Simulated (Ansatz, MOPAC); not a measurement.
Process, species as SMILES: C(OC)=O [methyl formate] + C (CH4) + O (H2O) → C=O (CH2O) + 2 CO (CH4O) [methanol]

Wanted: bond separation energy (enthalpy at 298 K), in kcal/mol. Set-up: dispersion terms only where a functional's name holds one; 6-311+G** with 5d; non-relativistic; spin-orbit terms left out. First-principles rows: single points at B3LYP-D3(BJ) geometries (Ansatz, an electronic-structure program), with unscaled harmonic terms from B3LYP/6-31G* at its own minima. Semi-empirical rows: MOPAC heats of formation at their own minima for 298 K.

| species | coefficient | E at B3LYP/6-311+G** (Ansatz), Eh | E at PBE0/def2-TZVPD (Ansatz), Eh | H(298 K) - E, kcal/mol | heat of formation at PM3 (MOPAC), kcal/mol |
|---|---|---|---|---|---|
| COC=O | -1 | -229.13865 | -228.90494 | 42.65 | -87.08 |
| C (CH4) | -1 | -40.53392 | -40.47422 | 30.76 | -13.03 |
| C=O (CH2O) | +1 | -114.54174 | -114.41951 | 19.22 | -34.10 |
| CO (CH4O) | +2 | -115.76493 | -115.63936 | 34.95 | -51.90 |
| O (H2O) | -1 | -76.45846 | -76.38086 | 15.65 | -53.43 |

Measured values: Active Thermochemical Tables 1.112 (ions: stationary electron), as tabulated in the package chemicals; they hold spin-orbit and core effects, anharmonicity and other conformers.  Value to compare with, the measured value: 39.1 kcal/mol. 1 Eh = 627.5095 kcal/mol.

Question: Work the quantity out at each level, and compare with the measured value.

Answer: 
- B3LYP/6-311+G**: the sum of coefficient times E is 0.05943 Eh, or 37.29 kcal/mol; the thermal terms add 0.06. Result: 37.4 kcal/mol. Its error against the measured value is -1.7 kcal/mol.
- PBE0/def2-TZVPD: the sum of coefficient times E is 0.06179 Eh, or 38.77 kcal/mol; the thermal terms add 0.06. Result: 38.8 kcal/mol. Its error against the measured value is -0.3 kcal/mol.
- PM3: the sum of coefficient times heat of formation is 15.64 kcal/mol; it needs no thermal term. Its error against the measured value is -23.5 kcal/mol.
